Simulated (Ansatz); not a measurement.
# ClH4NSi: the cost of one run

The runs use Ansatz 0.2.0, Gaussian basis; PBE0-D4/def2-TZVP structures, single points in def2-TZVPP, no counterpoise correction.

Levels: SPW92, PBE-D4, BLYP-D4, r2SCAN-D4, B97M-V, PBE0-D4, B3LYP-D4, r2SCAN0-D4, BHLYP-D4, CAM-B3LYP-D4, wB97X-V, wB97M-V, B2PLYP, PBE-QIDH, RPA on PBE, Hartree-Fock, MP2, CCSD, CCSD(T).

Cores are frozen in the correlated methods. B3LYP uses VWN-RPA correlation. B2PLYP carries no dispersion term here.

95 further runs of the same task are left out: 1 that didn't finish, 94 set aside as unsound or not needed.

**1. Starting geometry**

The complex: 9 atoms, charge 0, spin multiplicity 1.

Atoms are counted from 1 here; the program's logs count them from 0.

Bond lengths: Si1–N2 1.700 Å, Si1–H3 1.478 Å, Si1–H4 1.478 Å, Si1–Cl5 2.074 Å, N2–H8 1.007 Å, N2–H9 1.008 Å, H6–H7 0.747 Å. Angles: N2–Si1–H3 108.7°, N2–Si1–H4 108.4°, N2–Si1–Cl5 115.1°, H3–Si1–H4 113.3°, H3–Si1–Cl5 105.6°, H4–Si1–Cl5 105.8°, Si1–N2–H8 120.3°, Si1–N2–H9 120.2°, H8–N2–H9 111.2°.

Geometry (Å):

```xyz
9

Si   -0.7303    0.7390    0.3609
N    -0.0735   -0.6401    1.1076
H    -1.5595    0.3085   -0.7839
H    -1.4849    1.5045    1.3755
Cl    0.6611    2.0613   -0.4237
H     1.3160   -0.6739   -1.9882
H     1.1511   -1.3682   -2.2095
H     0.3670   -0.5679    2.0106
H     0.3530   -1.3631    0.5505
```

Its parts: ClH4NSi holds atoms 1, 2, 3, 4, 5, 8, 9; H2 holds atoms 6, 7. Each part counts its atoms afresh in its own runs.

**2. Relaxing ClH4NSi alone**

File relax-a/in.yaml:

```yaml
crystal:
  periodic: [false, false, false]
  atoms:
    - {symbol: Si, position_ang: [-0.730273, 0.739041, 0.360883]}
    - {symbol: N, position_ang: [-0.073530, -0.640054, 1.107572]}
    - {symbol: H, position_ang: [-1.559514, 0.308462, -0.783900]}
    - {symbol: H, position_ang: [-1.484925, 1.504501, 1.375538]}
    - {symbol: Cl, position_ang: [0.661145, 2.061318, -0.423670]}
    - {symbol: H, position_ang: [0.366998, -0.567937, 2.010649]}
    - {symbol: H, position_ang: [0.353033, -1.363120, 0.550489]}
basis:
  gaussian: {orbitals: def2-TZVP}
hamiltonian: {xc: pbe0, dispersion: d4}
relax: {f_tol: 0.005, max_steps: 200}
```

Launch:

```sh
ansatz run in.yaml --threads 2 --pin off --events-out ev --progress --plain --max-ram 4352MiB
```

**Question.** How long does this run take on 2 threads of Arm Neoverse V1, shared host?

About 12 s.
